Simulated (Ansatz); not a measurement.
**Elastic constant C12 of some transition metals**

Method: PBE in Ansatz (PAW). References are measured values corrected to a static lattice or taken at low temperature (these still hold zero-point motion). The table is a random draw of 8 from 15 solids with such references.

Values in GPa.

```tsv
solid	reference	PBE	error (%)
hcp Ti	87	82.7	-4.9
bcc Mo	160	161	+0.6
antiferromagnetic bcc Cr	88§	59.3	-33
fcc Cu	125	123	-1.6
fcc Ag	97.3	81.0	-16.8
bcc Ta	158	160	+1.3
fcc Ni	151	157	+4.0
fcc Pt	254	219	-13.8
```

Over these 8 solids the mean error is -8.0 %, the mean absolute error 9.4 % (median 4.5 %), and the worst case antiferromagnetic bcc Cr at -33 % (its reference is marked and can be at fault), while the 7 unmarked rows have a mean absolute error of 6.1 %; the value is below the reference in 5 of 8 cases. Over all 15 the mean error is -7.9 % and the mean absolute error 9.6 % (median 4.9 %).

All these references are low-temperature values that still hold zero-point motion.

Spin–orbit coupling is left out, also for the solids with elements from indium on (bcc Ta, fcc Pt); its size isn't shown.

† marks references with one source in our tables, § those from which another value on file, of any temperature, differs by over 15 %.

Differences are worked out from the printed values.

Each level is taken at its own relaxed cell. Caveats: shear constants of such metals converge slowly with the k mesh (bcc Mo, antiferromagnetic bcc Cr, bcc Ta); the commensurate order stands in for chromium's spin-density wave, and the size of the moments varies much between levels (antiferromagnetic bcc Cr). Ansatz's density-functional and Hartree–Fock values are scalar-relativistic unless marked +SOC, with PAW data made under PBE.

Ansatz's runs of these crystals have no spin polarisation, but for antiferromagnetic bcc Cr, fcc Ni.

Density-functional runs with spin start from opposed moments for antiferromagnetic bcc Cr, parallel moments for fcc Ni.

Not in this set, of the transition metals with a reference value in our tables and a result at some level: 5 for a reference at room or unstated temperature (hcp Co, fcc Ir, hcp Re, fcc Rh, hcp Ru); 2 for a doubt noted on the run at PBE (bcc Nb, bcc V). These can be a level's worst cases. Values held back for tests aren't counted. Layered and molecular crystals are counted apart. The metals Ce to Yb are counted apart.

References as tabulated in Li et al. (2021), arXiv:2102.01972; Ferrari et al. (2019), arXiv:1905.01197; Gong and Corso (2024), arXiv:2406.16634; Bienvenu et al. (2020), arXiv:2105.09651 and others.

Ansatz is a first-principles code.
